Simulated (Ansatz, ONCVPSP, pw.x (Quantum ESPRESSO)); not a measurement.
**C (Z = 6) (fcc): variants of one ONCV potential in the solid**

carbon, optimised norm-conserving Vanderbilt (ONCV), made with ONCVPSP 4.0.1.1 (patched build) (PBEsol, scalar-relativistic). Core [He], reference 2s2 2p2. Waves: 2s: rc 1.00 bohr, ncon 3, nbas 8, qcut 6.5 1/bohr, 2 projectors, debl 2.2 Ha; 2p: rc 2.15 bohr, ncon 3, nbas 8, qcut 5.5 1/bohr, 2 projectors, debl 3.9 Ha; d scattering state at 0.08 Ha: rc 1.65 bohr, ncon 5, nbas 8, qcut 5.3 1/bohr, 2 projectors, debl 0.3 Ha. Local part: polynomial inside 0.95 bohr (lpopt 1, dvloc0 6 Ha). Core correction: none.

Crystal test: fcc C in pw.x 7.5, no spin, 18³ k-points, Fermi–Dirac smearing 0.01 Ry, cutoffs set for each file from its atomic test. The reference is all-electron LAPW (Ansatz 0.2.0) with the same functional, mesh and smearing; V0 and B0 come from Birch–Murnaghan fits to the pressures at five volumes. Errors are pseudo minus all-electron; Δ is the rms difference of the E(V) curves that follow from these fits, minima aligned, over ±6 % about the mean V0. Mesh and smearing are coarse, so the numbers serve the comparison and aren't converged zero-temperature values; the lattice is a test structure that the element need not adopt.

All-electron: a0 = 3.037 Å (V0 = 7.00 Å³/atom), B0 = 172.8 GPa.

Base: The largest radius (2.15 bohr) exceeds half the bond length (2.04 bohr), so the spheres overlap, which is one possible source of error among others.

2 further variants are left out: they gave no file fit for a test, a broken result, the same result as the base, or pressures whose basis-set error rivals the error shown.

| change | cutoffs (Ry) | pw.x | a0 (Å) | a0 error (%) | B0 error (%) | Δ (meV/atom) | mean pressure error (GPa) |
| --- | --- | --- | --- | --- | --- | --- | --- |
| base | 105/420 | converged | 3.039 | +0.09 | -4.8 | 0.7 | +0.56 |
| all radii scaled by about 1.08 (s 1.08, p 2.34, d 1.78 bohr); local potential polynomial inside 1.02 bohr (lpopt 1, dvloc0 6 Ha) | 90/360 | converged | 3.045 | +0.29 | -5.7 | 2.2 | +1.52 |
| all radii scaled by about 1.30 (s 1.30, p 2.78, d 2.14 bohr); local potential polynomial inside 1.22 bohr (lpopt 1, dvloc0 6 Ha) | 50/200 | converged | 3.035 | -0.06 | -6.2 | 0.7 | -0.12 |

Q: Give the row for: all radii scaled by about 1.17 (s 1.16, p 2.52, d 1.94 bohr); local potential polynomial inside 1.12 bohr (lpopt 1, dvloc0 6 Ha).

A: pw.x: converged; mean pressure error (GPa): +1.98; a0 (Å): 3.048; a0 error (%): +0.39; B0 error (%): -6.5; Δ (meV/atom): 3.0.
